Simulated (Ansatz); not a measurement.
One change: `BS` becomes `BS[SiH3]`.

Ansatz, PBE0-D4/def2-TZVP geometries, multiplicity 1. 

```
                                           property   `BS`
                LUMO energy (B3LYP/def2-TZVPP) / eV  -1.51
              HOMO–LUMO gap (B3LYP/def2-TZVPP) / eV   6.71
   size of the dipole moment (B3LYP/def2-TZVPP) / D   0.89
                 LUMO energy (PBE0/def2-TZVPP) / eV  -1.31
vertical ionisation energy (CCSD(T)/CBS(def2)) / eV  11.08
                HOMO–LUMO gap (PBE/def2-TZVPP) / eV   5.07
```

(1) Give the same properties after the change, and the shifts. (Estimate.)

Answers

(1) The calculation gave: 
```json
{"property": "LUMO energy (B3LYP/def2-TZVPP) / eV", "`BS[SiH3]`": "-1.76", "shift": "-0.25"}
{"property": "HOMO–LUMO gap (B3LYP/def2-TZVPP) / eV", "`BS[SiH3]`": "6.26", "shift": "-0.45"}
{"property": "size of the dipole moment (B3LYP/def2-TZVPP) / D", "`BS[SiH3]`": "0.97", "shift": "0.08"}
{"property": "LUMO energy (PBE0/def2-TZVPP) / eV", "`BS[SiH3]`": "-1.58", "shift": "-0.27"}
{"property": "vertical ionisation energy (CCSD(T)/CBS(def2)) / eV", "`BS[SiH3]`": "10.60", "shift": "-0.48"}
{"property": "HOMO–LUMO gap (PBE/def2-TZVPP) / eV", "`BS[SiH3]`": "4.63", "shift": "-0.44"}
```

With PBE0 the HOMO rises by 0.21 eV and the LUMO falls by 0.27 eV, so the gap narrows by about 0.48 eV. PBE moves the HOMO by 0.19 eV and ωB97M-V by 0.26 eV. The zero-point energy changes by 46.0 kJ/mol with +9 modes. Dipoles are sizes alone; their direction can turn.

B3LYP here is the variant with VWN-RPA as its local correlation; programs differ in this.
